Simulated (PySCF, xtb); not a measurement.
Bonds broken one at a time in the series Ga Br-OH. Isolated molecules, 0 K electronic values unless said otherwise. One relaxed conformer stands for each flexible species; it need not be the lowest. Strings in code marks are SMILES.

Quantity: homolytic bond dissociation enthalpy at 298 K (no spin–orbit term), in kcal/mol. Enthalpy corrections at 298 K come from GFN2-xTB frequencies (xtb).

Level 1: PBE-D3(BJ)/def2-TZVP // TPSSh-D3(BJ)/def2-TZVP (PySCF)
Level 2: B3LYP/6-311+G** (LANL2DZ on Br, Ga) // TPSSh-D3(BJ)/def2-TZVP (PySCF)
Level 3: M06-2X/6-31G* // TPSSh-D3(BJ)/def2-TZVP (PySCF)
Level 4: HF/6-31G* // TPSSh-D3(BJ)/def2-TZVP (PySCF)

```csv
species,level 2,level 3,level 4
"Ga–Br bond of `[OH][Ga]([OH])[Br]` (H–O–Ga–Br torsion 0°, Br–Ga–O–H torsion 180°), giving `[Br]` and `[OH][Ga][OH]` (H–O–Ga–O torsion 180°, O–Ga–O–H torsion 0°)",76.8,88.1,69.1
"Br–Ga bond of `[Br][Ga]([Br])[Br]`, giving `[Br]` and `[Br][Ga][Br]`",65.5,80.6,62.0
"O–Ga bond of `[OH][Ga]([Br])[Br]` (H–O–Ga–Br torsion 180°), giving `[Br][Ga][Br]` and `[OH]`",94.8,98.6,63.8
```

Question: What does level 1 give for each?

Answer: 
- Ga–Br bond of `[OH][Ga]([OH])[Br]` (H–O–Ga–Br torsion 0°, Br–Ga–O–H torsion 180°), giving `[Br]` and `[OH][Ga][OH]` (H–O–Ga–O torsion 180°, O–Ga–O–H torsion 0°): 90.3
- Br–Ga bond of `[Br][Ga]([Br])[Br]`, giving `[Br]` and `[Br][Ga][Br]`: 84.4
- O–Ga bond of `[OH][Ga]([Br])[Br]` (H–O–Ga–Br torsion 180°), giving `[Br][Ga][Br]` and `[OH]`: 98.1
